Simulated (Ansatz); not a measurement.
Process, species as SMILES: [CH]=C=O → 2 C atom + H atom + O atom
B3LYP-D3(BJ)/def2-TZVP geometries, fixed; electronic energies without zero-point terms.
Largest species:
```xyz
4

C      0.2424    -0.1985    -1.2225
C     -0.0383    -0.0128     0.0205
H     -0.2306    -0.6396    -2.0763
O     -0.1243     0.2384     1.1610
```
Charge 0, spin multiplicity 2.

The atomisation energy at MP2 with Ansatz (a program for electronic structure), in kcal/mol, split into its Hartree-Fock and correlation parts. Cores are frozen. Open shells are unrestricted. No added dispersion term, no relativity. Functions are those of the species that has most.

```csv
basis,X,functions,Hartree-Fock,MP2
aug-cc-pVDZ,2,78,272.36,400.24
aug-cc-pVTZ,3,161,279.66,422.92
aug-cc-pVQZ,4,286,280.65,429.67
```

Worked estimate of the basis-set limit from each neighbouring pair, with Hartree-Fock from the larger set and the correlation part extrapolated as X^-3.
Correlation parts: X = 2: 127.88, X = 3: 143.26, X = 4: 149.02.
- (2,3): (27·(143.26) - 8·(127.88))/19 = 149.74; with Hartree-Fock 279.66 the estimate is 429.40 kcal/mol.
- (3,4): (64·(149.02) - 27·(143.26))/37 = 153.22; with Hartree-Fock 280.65 the estimate is 433.87 kcal/mol.
The last two estimates differ by 4.48 kcal/mol; the largest set lies 4.20 from the last. Over the last step Hartree-Fock moves by 0.99 and the correlation part by 5.76.
